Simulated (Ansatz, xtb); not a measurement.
NOS+: 3 structures ranked

3 gas-phase structures of NOS+, found in a search over its isomers (lower ones may exist). Each was relaxed with GFN2-xTB:

A. `O=[N+]=S`, a singlet
B. `N#S#[O+]`, a singlet
C. a singlet given by its coordinates

C (Å):

```xyz
3

N     0.1307   -0.2971   -1.4156
O     0.2941   -0.1531   -0.2935
S     0.5066    0.0352    1.1644
```

Close contacts (Å): N1–O2 1.14, O2–S3 1.49.

Task: Estimate their order in r2SCAN-D4/def2-SVP energy at these geometries, lowest first.

Result: Calculated order at r2SCAN-D4/def2-SVP: A (0.0), C (77.9), B (89.4) kcal/mol.

Energies above the lowest of each column, in kcal/mol; the last columns are at PBE0-D3(BJ)/def2-SVP geometries and were run for some of them only (a dash: not run or not comparable):

| structure | GFN2-xTB | HF/STO-3G | r2SCAN-D4/def2-SVP | PBE0-D3(BJ)/def2-SVP | CCSD(T)/def2-TZVPP |
| --- | --- | --- | --- | --- | --- |
| A | 0.0 | 0.0 | 0.0 | 0.0 | 0.0 |
| C | 50.2 | 70.8 | 77.9 | 77.6 | 70.3 |
| B | 67.3 | 181.9 | 89.4 | – | – |

Every level run on A puts it lowest or level with the lowest. Frequencies (PBE0-D3(BJ)/def2-SVP) were run for A, C alone. Large T1 diagnostics make some coupled-cluster values less sure.

Programs: Ansatz 0.2.0, xtb 6.7.1.
